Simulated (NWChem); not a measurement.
Species: hydrogen cyanide (CHN); SMILES N#C

Q: Give the equilibrium geometry at PBE0-D3(BJ)/def2-TZVP (NWChem) as an XYZ file, with the point group.

A: point group C*v; any orientation.
```
3

C      0.0000     0.0000    -0.4925
N      0.0000     0.0000     0.6532
H      0.0000     0.0000    -1.5611
```
